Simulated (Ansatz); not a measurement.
C4H5FO (`C#COC(C)F`), relaxed with RKS PBE0-D4/def2-TZVP in the Gaussian-basis code of Ansatz from a PBE-D4/def2-SVP geometry. The force threshold is 0.005 eV/Å; the program also tests the step.

The species carries charge 0 and has multiplicity 1.

Start:

```xyz
11

C     2.100   -1.001    1.222
C     0.905   -0.972    0.963
O    -0.369   -0.963    0.689
C    -0.911    0.309    0.243
C    -0.588    0.550   -1.211
F    -2.253    0.196    0.431
H     3.150   -1.045    1.465
H    -0.512    1.100    0.919
H    -1.020    1.514   -1.541
H    -1.012   -0.269   -1.823
H     0.510    0.583   -1.357
```

Question: By how much does the energy fall, and how many steps does the optimiser take? (Estimate.)

Answer: Computed: 1.66 kcal/mol, in 6 steps.

Question: Which bonds change most? (Estimate.)

Answer: Computed: C1–C2 from 1.223 to 1.199 Å; C4–H8 from 1.115 to 1.095 Å; O3–C4 from 1.453 to 1.434 Å; C5–H10 from 1.107 to 1.091 Å.

Question: Give the relaxed structure. (Best estimate.)

Answer: The calculation gave: 
```xyz
11

C     2.064   -0.979    1.195
C     0.890   -0.960    0.953
O    -0.377   -0.958    0.694
C    -0.894    0.301    0.245
C    -0.570    0.539   -1.197
F    -2.231    0.196    0.425
H     3.101   -1.015    1.424
H    -0.512    1.080    0.914
H    -0.988    1.495   -1.515
H    -0.995   -0.263   -1.803
H     0.512    0.563   -1.334
```
